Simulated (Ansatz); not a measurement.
## C3H3Cl, SMILES C#CCCl: harmonic frequencies at the relaxed geometry

Computed with Ansatz 0.2.0, Python API.

`freq_c3h3cl.py`:
```python
"""Harmonic frequencies of C3H3Cl at its relaxed geometry."""

import ansatz as az
from ase import Atoms
from ase.thermochemistry import IdealGasThermo
import numpy as np

atoms = Atoms(["C", "C", "C", "Cl", "H", "H", "H"], positions=[
    [-1.5239, 0.3201, -0.6599],
    [-0.4748, 0.163, -0.2356],
    [0.8391, -0.07, 0.2814],
    [0.9661, -1.6215, 1.1357],
    [-2.5498, 0.5274, -1.0741],
    [1.6157, -0.0933, -0.5063],
    [1.1889, 0.7062, 1.0131],
])
molecule = az.Crystal.molecule_from_ase(atoms)

model = (
    molecule.calculation()
    .basis(gaussian="6-31G*")
    .functional("B3LYP")
)
symbols = [site.symbol for site in molecule.cartesian_sites]
start = np.array([site.position_ang for site in molecule.cartesian_sites], dtype=float)
report = model.relax(force_tolerance=0.003, max_steps=100).run(threads=1).report
end = np.array(report["positions_ang"])

print("bond        before    after (A)")
for i, j in [(0, 1), (0, 4), (1, 2), (2, 3), (2, 5), (2, 6)]:
    d0, d1 = (np.linalg.norm(xyz[i] - xyz[j]) for xyz in (start, end))
    print(f"{symbols[i]}{i}-{symbols[j]}{j}".ljust(10), f"{d0:8.4f} {d1:8.4f}")
for i, j, k in [(1, 0, 4), (0, 1, 2), (1, 2, 3), (1, 2, 5), (1, 2, 6), (3, 2, 5), (3, 2, 6), (5, 2, 6)]:
    u, v = end[i] - end[j], end[k] - end[j]
    print(f"angle {symbols[i]}{i}-{symbols[j]}{j}-{symbols[k]}{k}: {np.degrees(np.arccos(np.clip(u @ v / np.linalg.norm(u) / np.linalg.norm(v), -1, 1))):.2f} deg")

# frequencies need a stationary point, so they are taken at the relaxed geometry
minimum = az.Crystal.molecule()
for symbol, xyz in zip(symbols, end):
    minimum = minimum.atom(symbol, xyz.tolist())
vibrating = minimum.calculation()
vibrating = vibrating.basis(gaussian="6-31G*")
vibrating = vibrating.functional("B3LYP")
vibrating = vibrating.phonons(temperatures=(200, 600, 100))
vib = vibrating.run(threads=1).report["vibrations"]
sums = vib["harmonic_sums"]
modes = [m["omega_inv_cm"] for m in sums["modes_at_gamma"] if m["rigid_motion"] == "no"]
for number, w in enumerate(modes, start=1):
    print(f"mode {number:2d} {w:9.1f} 1/cm {w / 8065.544 * 1000:8.2f} meV")
print("imaginary modes:", sum(w < 0 for w in modes), " zero-point energy:", round(sums["zero_point_energy_ev"], 4), "eV")
# rigid rotor and ideal gas, symmetry number taken as one
gas = IdealGasThermo(vib_energies=[w / 8065.544 for w in modes if w > 0], geometry="linear" if len(modes) == 3 * len(symbols) - 5 else "nonlinear",
                     atoms=Atoms(symbols, positions=end), symmetrynumber=1, spin=0.0)
print(f"H(298 K) - E = {gas.get_enthalpy(298.15, verbose=False):.4f} eV")
print(f"S(298 K, 1 bar) = {96485.33 * gas.get_entropy(298.15, 1e5, verbose=False):.1f} J/(mol K) with symmetry number 1")
```

```console
$ python freq_c3h3cl.py
bond        before    after (A)
C0-C1        1.1425   1.2067
C0-H4        1.1256   1.0667
C1-C2        1.4311   1.4493
C2-Cl3       1.7757   1.8305
C2-H5        1.1064   1.0924
C2-H6        1.1226   1.0924
angle C1-C0-H4: 179.37 deg
angle C0-C1-C2: 178.88 deg
angle C1-C2-Cl3: 112.63 deg
angle C1-C2-H5: 111.58 deg
angle C1-C2-H6: 111.58 deg
angle Cl3-C2-H5: 105.94 deg
angle Cl3-C2-H6: 105.94 deg
angle H5-C2-H6: 108.84 deg
mode  1     180.5 1/cm    22.38 meV
mode  2     320.4 1/cm    39.72 meV
mode  3     452.5 1/cm    56.11 meV
mode  4     602.0 1/cm    74.64 meV
mode  5     643.0 1/cm    79.72 meV
mode  6     703.0 1/cm    87.16 meV
mode  7     932.7 1/cm   115.64 meV
mode  8     979.2 1/cm   121.40 meV
mode  9    1209.9 1/cm   150.00 meV
mode 10    1310.4 1/cm   162.47 meV
mode 11    1499.3 1/cm   185.89 meV
mode 12    2245.4 1/cm   278.39 meV
mode 13    3098.0 1/cm   384.10 meV
mode 14    3148.2 1/cm   390.32 meV
mode 15    3493.7 1/cm   433.17 meV
imaginary modes: 0  zero-point energy: 1.2906 eV
H(298 K) - E = 1.4417 eV
S(298 K, 1 bar) = 291.3 J/(mol K) with symmetry number 1
```

Reading the output:
- The frequencies are harmonic and unscaled, in a modest basis. The result belongs to the one conformer reached from this start, and soft torsions count as harmonic oscillators.
- b3lyp holds the VWN-RPA fit, as in Gaussian; the form of ORCA and Turbomole is b3lyp5.
- The entropy takes a symmetry number of 1; a symmetric molecule's is lower by R ln(sigma).
- Run time: 94 s on 1 thread of Arm Neoverse V1, on a shared host, peak memory 0.26 GiB.

(Lines on the test bed's own set-up are left out of the output.)
